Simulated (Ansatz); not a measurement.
**How far each method lies from UCCSDT(Q) for HAl–Ga–F, triplet**

Geometry: that of the HAl–Ga–F, singlet, kept fixed. The singlet lies 1.3 eV lower here.

```xyz
4

Al    0.0000   -0.3165    2.3078
Ga    0.0000    0.2395   -0.3874
F     0.0000   -0.4984   -1.9957
H     0.0000    1.2983    2.6383
```

Basis cc-pVTZ; Ansatz 0.2.0. Correlated methods freeze the noble-gas cores and the filled d shells of p-block atoms, which leaves 14 electrons in 101 orbitals. Prefix R: restricted or restricted open-shell reference; prefix U: unrestricted. No spin–orbit coupling is included, and no scalar relativity.

Full CI isn't at hand for all of this; UCCSDT(Q) serves as the reference, and is uncertain by the last step of the cluster series or more.

* UHF ⟨S²⟩: 2.022
* T1 diagnostic (RCCSD): 0.0297
* largest doubles amplitude (RCCSD): 0.058
* T1 diagnostic (UCCSD): 0.0272

Question: From what is known of these methods and the diagnostics, rank them by the size of their error in total energy against UCCSDT(Q) in cc-pVTZ, smallest first (an estimate: the text doesn't fix the numbers).
A. UCCSDT
B. UCCSD
C. UHF
D. UCCSD(T)
E. UMP2

Answer: A (2.0 kJ/mol), D (5.6 kJ/mol), B (41.8 kJ/mol), E (94.3 kJ/mol), C (1057.1 kJ/mol).

All errors are against UCCSDT(Q) in cc-pVTZ. Within each family the higher level lies nearer, as is usual though not guaranteed.
